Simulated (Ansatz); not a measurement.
A calculation with Ansatz (development build ahead of 0.2.0).

```yaml
crystal:
  periodic: [false, false, false]
  atoms:
    - { symbol: Na, position_ang: [0.0, 0.0, 0.0] }
    - { symbol: S, position_ang: [0.0, 0.0, 5.418] }
    - { symbol: C, position_ang: [0.0, 0.0, -4.83] }
basis:
  gaussian: { orbitals: pcseg-2 }
total_charge: -1
magnetization:
  initial_magnetization: 2
hamiltonian:
  xc: { name: wB97X }
```

The input is written out in the form of the current development build from the run's settings.

Results

```yaml
Converged: yes
Total_energy: -598.28097 hartree
Spin_squared_of_the_determinant: 2.000
Stability_test: minimum among restricted orbitals
```

Caution: stretched shape with no unrestricted run beside it, a lower state can exist; no diffuse functions for an anion; charge can spread falsely over distant fragments; other spin multiplicities may lie lower.
